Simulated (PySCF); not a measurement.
From a log to its input

A PySCF 2.14 run on the atoms P 0 0 0; F 0 0 1.68 (angstrom) printed this (some set-up lines and the per-cycle HOMO/LUMO lines with their warnings removed):

```
PySCF version 2.14.0


nuclear repulsion = 42.5231687346429
number of shells = 10
number of NR pGTOs = 67
number of NR cGTOs = 32
basis = cc-pvdz
ecp = {}

******** <class 'pyscf.dft.uks.UKS'> ********
method = UKS
initial guess = minao
damping factor = 0
level_shift factor = 0
DIIS = <class 'pyscf.scf.diis.CDIIS'>
SCF conv_tol = 1e-09
SCF max_cycles = 50
number electrons alpha = 13  beta = 11
XC functionals = revpbe

grids dens level: 3
tot grids = 33448
init E= -441.074145923581

cycle= 1 E= -440.99527892945  delta_E= 0.0789  |g|= 0.391  |ddm|= 1.01
cycle= 2 E= -440.097173886953  delta_E= 0.898  |g|= 1.55  |ddm|=    1
cycle= 3 E= -441.051089224899  delta_E= -0.954  |g|= 0.0336  |ddm|= 0.835
cycle= 4 E= -441.051631867907  delta_E= -0.000543  |g|= 0.0271  |ddm|= 0.0709
cycle= 5 E= -441.052126159445  delta_E= -0.000494  |g|= 0.00327  |ddm|= 0.0263
cycle= 6 E= -441.052133170509  delta_E= -7.01e-06  |g|= 0.000923  |ddm|= 0.00438
cycle= 7 E= -441.052133817421  delta_E= -6.47e-07  |g|= 0.00026  |ddm|= 0.00137
cycle= 8 E= -441.052133855577  delta_E= -3.82e-08  |g|= 2.12e-05  |ddm|= 0.00028
cycle= 9 E= -441.052133856161  delta_E= -5.84e-10  |g|= 7.29e-06  |ddm|= 4.68e-05
Extra cycle  E= -441.052133856069  delta_E= 9.23e-11  |g|= 1.75e-05  |ddm|= 1.66e-05
converged SCF energy = -441.052133856069  <S^2> = 2.0042095  2S+1 = 3.002805
**** SCF Summaries ****
Total Energy =                        -441.052133856068679
Nuclear Repulsion Energy =              42.523168734642859
One-electron Energy =                 -695.670024092623180
Two-electron Energy =                  212.094721501911636
Two-electron Coulomb Energy =          245.655206901499923
DFT Exchange-Correlation Energy =      -33.560485399588273
**** MO energy ****
                             alpha | beta                alpha | beta
[2 lines left out]
MO #3   energy= -6.37409040914789  | -6.36743403030898  occ= 1 | 1
MO #4   energy= -4.58813506898512  | -4.58417507426561  occ= 1 | 1
MO #5   energy= -4.5861294742833   | -4.57421943686765  occ= 1 | 1
MO #6   energy= -4.58612947428329  | -4.57421943686763  occ= 1 | 1
MO #7   energy= -1.09237391214264  | -1.08129591761581  occ= 1 | 1
MO #8   energy= -0.556781714096174 | -0.515034408318602 occ= 1 | 1
MO #9   energy= -0.38771954705693  | -0.361054194771219 occ= 1 | 1
MO #10  energy= -0.380862159155431 | -0.361054194771218 occ= 1 | 1
MO #11  energy= -0.38086215915543  | -0.356337806462633 occ= 1 | 1
MO #12  energy= -0.20251934507755  | -0.127738059064895 occ= 1 | 0
MO #13  energy= -0.202519345077543 | -0.12773805906489  occ= 1 | 0
MO #14  energy= -0.0589038309976639 | -0.0289852101893389 occ= 0 | 0
MO #15  energy= 0.303428308312438  | 0.34392913986948   occ= 0 | 0
MO #16  energy= 0.356371809659195  | 0.397826488066262  occ= 0 | 0
[16 lines left out]

To work with the spin densities directly, `use mulliken_meta_spin()` only printing them here.

 ** Mulliken spin pop alpha/beta on meta-lowdin orthogonal AOs **
 ** Mulliken Spin Density (per AO)  **
 ** Mulliken Spin Density (per atom)  **
spin density of  0 P =      1.82897
spin density of  1 F =      0.17103
 ** Mulliken pop alpha/beta on meta-lowdin orthogonal AOs **
 ** Mulliken pop       alpha | beta **
pop of  0 P 1s        0.99999 | 0.99999
pop of  0 P 2s        0.99893 | 0.99853
pop of  0 P 3s        0.96360 | 0.94871
pop of  0 P 4s        0.00422 | 0.00370
pop of  0 P 2px       0.99996 | 0.99987
pop of  0 P 2py       0.99996 | 0.99987
pop of  0 P 2pz       0.99988 | 0.99989
pop of  0 P 3px       0.99949 | 0.09025
pop of  0 P 3py       0.99949 | 0.09025
pop of  0 P 3pz       0.25964 | 0.26983
pop of  0 P 4px       0.00014 | 0.00004
pop of  0 P 4py       0.00014 | 0.00004
[20 lines left out]
In total            13.00000 | 11.00000
 ** Mulliken atomic charges   ( Nelec_alpha | Nelec_beta ) **
charge of  0P =      0.33572  (     8.24662      6.41765 )
charge of  1F =     -0.33572  (     4.75338      4.58235 )
Dipole moment(X, Y, Z, Debye): -0.00000, -0.00000, -1.08360
orbital energies (hartree): [array([-0.3809, -0.2025, -0.2025, -0.0589,  0.3034,  0.3564]), array([-0.3611, -0.3611, -0.3563, -0.1277, -0.1277, -0.029 ])]
```

Task: Write the input that gave this log.

Result: The input was:

```python
from pyscf import gto, dft

mol = gto.M(
    atom='P 0 0 0; F 0 0 1.68',
    basis='cc-pvdz',
    charge=0,
    spin=2,
    verbose=4,
)
mf = dft.UKS(mol, xc='revpbe')
mf.kernel()
mf.analyze()
print('orbital energies (hartree):', [e[max(0, n-3):n+3].round(4) for e, n in zip(mf.mo_energy, mol.nelec)])
```

The bond length is a typed value, not an optimised one. No search for the lowest solution was made.
